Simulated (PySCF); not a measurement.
Some computed properties have been withheld. Give your best values.

C4H5O (charge -1).
Bonds: C1–C2 (double), C2–C3, C3–C4 (double), C3–O5. Hydrogens: H6, H7 on C1; H8 on C2; H9, H10 on C4.

Conformer (atom-mapped SMILES and torsion angles): `[CH2:1]=[CH:2][C:3](=[CH2:4])[O-:5]`: C1–C2–C3–C4 180°.

```tsv
property	level	value
point group	PBE0-D3(BJ)/def2-SVP	?
rotational constants A, B, C	PBE0-D3(BJ)/def2-SVP	?
HOMO energy	HF/pcSseg-2	?
LUMO energy	HF/pcSseg-2	?
13C chemical shifts (computed TMS as zero) by class	GIAO HF/pcSseg-2	?
1H chemical shifts (computed TMS as zero) by class	GIAO HF/pcSseg-2	6.48 (H8), 6.09 (H6), 4.37 (H7), 2.72 (H10), 2.33 (H9) ppm
isotropic shieldings of nuclei other than C and H, by class	GIAO HF/pcSseg-2	?
largest of the computed one-bond spin–spin couplings (means over like bonds)	B3LYP/pcJ-1, spin–dipole term left out	13C–1H +169.4 (C1–H6), 13C–1H +159.5 (C4–H9), 13C–1H +156.7 (C4–H10), 13C–1H +156.3 (C1–H7), 13C–1H +148.1 (C2–H8), 13C–13C +87.3 (C3–C4), 13C–13C +77.2 (C1–C2), 13C–13C +47.0 (C2–C3) Hz
```

Electronic properties: PySCF, gas phase, density fitting. The structure is a single PBE0-D3(BJ)/def2-SVP conformer in the gas phase; no vibrational or solvent corrections. The geometry's basis has no diffuse functions, a weakness for an anion. The HOMO energy is positive, so at this level the finite basis confines the outermost electrons. No diffuse functions stand in pcJ-1 and pcSseg-2, which bears on an anion's orbital energies.

(1) Give the isotropic shieldings of nuclei other than C and H, by class.

(2) The rotational constants A, B, C?

(3) What is the HOMO energy?

(4) Give the LUMO energy.

(5) The point group?

(6) Give the 13C chemical shifts (computed TMS as zero) by class.

## Answers

(1) 100 (O5) ppm.

(2) 10.291, 4.383, 3.074 GHz.

(3) -2.34 eV.

(4) 6.31 eV.

(5) Cs.

(6) 183.6 (C3), 163.0 (C2), 112.5 (C1), 60.9 (C4) ppm.

With B = h/(8π²I), that is 505.379 GHz u Å² over I, the principal moments of inertia are 49.1, 115.3 and 164.4 u Å² (most abundant isotopes). The rotational constants make it an asymmetric top with κ = (2B − A − C)/(A − C) = -0.64, nearer the prolate limit (−1).
